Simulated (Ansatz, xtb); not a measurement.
Molecule: H2O2, charge 1, multiplicity 2. SMILES of the parent species: OO
Structure (B3LYP-D3(BJ)/def2-TZVP (Ansatz, a program for electronic structure) minimum search):
```
O
H 1 0.9984
O 1 1.3082 2 104.59
H 3 0.9984 1 104.59 2 180.00
```
Charge +1, spin multiplicity 2.

Harmonic wavenumbers from GFN2-xTB (xtb, at its own minimum), cm⁻¹: 772, 1110, 1256, 1333, 2957, 2995.

Q: Give the harmonic wavenumbers at B3LYP-D3(BJ)/def2-TZVP (Ansatz, finite differences of forces, unscaled).

A: 866, 1247, 1309, 1585, 3400, 3421 cm⁻¹. Zero-point energy 16.9 kcal/mol.

Q: From these and the geometry, give the ideal-gas thermochemistry at 298.15 K and 1 atm (rigid rotor, harmonic oscillator).

A: Point group C2h, rotational symmetry number 2. Rotational constants 305.4, 32.46, 29.34 GHz. S(trans) 36.50, S(rot) 16.28, S(vib) 0.23, S(elec, spin only) 1.38, S 54.4 cal/(mol K). H(298) - H(0) 2.43 kcal/mol; G - E(el) 3.1 kcal/mol.
